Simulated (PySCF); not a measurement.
Broadened absorption spectrum of Z-3-amino-2-propenenitrile

Compound: Z-3-amino-2-propenenitrile, C3H4N2.
Cartesian coordinates in Å at the GFN2-xTB level; atoms count from 1:
```xyz
9
C3H4N2 angstrom
N      2.3768   -1.1601    0.1821
C      1.6165   -0.3011    0.2676
C      0.6699    0.7257    0.3468
C     -0.6237    0.5254    0.0247
N     -1.1519   -0.6724   -0.3301
H      1.0185    1.6908    0.6766
H     -1.3311    1.3411    0.0880
H     -2.0495   -0.7127   -0.7767
H     -0.5120   -1.4307   -0.5041
```

Method used: PySCF, TDDFT B3LYP/def2-SVPD, vertical, gas phase, core orbitals frozen in the response.

Broadening: Gaussians 0.4 eV wide at half height, area fixed by f = 4.319×10⁻⁹ ∫ε dν̃. The width is an assumption, not a result. The curve ends short of the highest state used, and states not computed would add to its high-energy end.

| λ (nm) | ε (L mol⁻¹ cm⁻¹) |
| --- | --- |
| 174.3 | 168 |
| 177.1 | 467 |
| 180.0 | 912 |
| 182.8 | 1180 |
| 185.7 | 1071 |
| 188.6 | 703 |
| 191.4 | 381 |
| 194.3 | 242 |
| 197.1 | 279 |
| 200.0 | 395 |
| 202.8 | 508 |
| 205.7 | 732 |
| 208.5 | 1479 |
| 211.4 | 3576 |
| 214.2 | 7505 |
| 217.1 | 13269 |
| 219.9 | 18893 |
| 222.8 | 22458 |
| 225.6 | 22307 |
| 228.5 | 18755 |
| 231.3 | 13669 |
| 234.2 | 8544 |
| 237.0 | 4780 |
| 239.9 | 2320 |
| 242.7 | 1036 |
| 245.6 | 406 |
| 248.4 | 150 |
| 251.3 | 49 |
| 254.1 | 15 |
| 257.0 | 4 |

Problem. Where are the band maxima, and which computed states make them?

Solution. 224 nm (5.53 eV), ε about 23000, made up of S2 (99%); 183 nm (6.76 eV), ε about 1200, made up of S4 (32%), S5 (22%) and S6 (46%) (ε in L mol⁻¹ cm⁻¹; maxima over ε = 5, shares over 10%). The states used: S1 5.42 eV (f 0.0054); S2 5.53 eV (f 0.335); S3 6.10 eV (f 0.0065); S4 6.69 eV (f 0.0061); S5 6.76 eV (f 0.0040); S6 6.80 eV (f 0.0084); S7 7.67 eV (f 0.026); S8 7.71 eV (f 0.0096).

Problem. What would ε be at 5.53 eV, the highest of these maxima, with half the width (0.2 eV)?

Solution. About 45400 L mol⁻¹ cm⁻¹ against 22900, a factor of about 1.99; a lone state at its own centre would give exactly 2.

Problem. On this curve, what absorbance would a 10⁻³ mol/L sample give at 222 nm over a 1 cm path?

Solution. 222 nm is 5.585 eV, where ε is about 22000 L mol⁻¹ cm⁻¹, so A = ε c l ≈ 22 (Beer–Lambert, with the gas-phase spectrum and the assumed width).

Problem. Coming from long wavelengths, where does ε first pass 100 L mol⁻¹ cm⁻¹?

Solution. At about 249 nm (4.97 eV), 0.45 eV below S1.
